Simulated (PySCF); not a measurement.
# Potential energy of MgP⁻ along the bond

Set-up: basis Mg aug-pcseg-1, P aug-pcseg-1; no relativity; PySCF 2.14. Energies in eV from Mg + P⁻ in their ground configurations at the same level. State: ³Π (triplet), unpaired electrons σ ↑, π ↑.

All columns are ωB97X. A positive dipole points towards P; it is taken about the centre of mass and depends on that origin.

| R (Å) | E (eV) | μ (D) | Mulliken charge on Mg (basis-dependent) | HOMO (eV) | LUMO (eV) | Mayer bond order | ⟨S²⟩ |
| --- | --- | --- | --- | --- | --- | --- | --- |
| 2.106 | -0.674 | -0.49 | 0.19 | -1.82 | 2.81 | 1.46 | 2.01 |
| 2.204 | -0.974 | -0.68 | 0.19 | -1.92 | 2.79 | 1.37 | 2.02 |
| 2.302 | -1.133 | -0.82 | 0.18 | -2.00 | 2.79 | 1.28 | 2.02 |
| 2.376 | -1.188 | -0.90 | 0.17 | -2.00 | 2.81 | 1.20 | 2.02 |
| 2.449 | -1.203 | -0.94 | 0.15 | -1.97 | 2.83 | 1.11 | 2.03 |
| 2.522 | -1.190 | -0.95 | 0.13 | -1.94 | 2.87 | 1.01 | 2.03 |
| 2.620 | -1.145 | -0.93 | 0.09 | -1.92 | 2.92 | 0.87 | 2.04 |
| 2.743 | -1.066 | -0.92 | 0.04 | -1.91 | 3.00 | 0.68 | 2.04 |
| 2.890 | -0.962 | -1.02 | -0.01 | -1.89 | 3.08 | 0.49 | 2.04 |
| 3.086 | -0.828 | -1.39 | -0.05 | -1.83 | 3.17 | 0.29 | 2.03 |

A fit through these points gives, at Re = 2.447 Å, μ = -0.93 D and dμ/dR = -0.360 D/Å; the reduced mass is 13.52 u.

Q: How strong is the fundamental in the double-harmonic approximation, I = 42.26·(dμ/dR)²/μred km/mol?

A: I = 42.26·(-0.360)²/13.52 = 0.405 km/mol at ωB97X.

For an ion De counts to the pair picked by the measured ionisation energies or electron affinities, which need not be the lowest pair at this level. The state was picked by a PBE0 search and need not be the measured ground state.
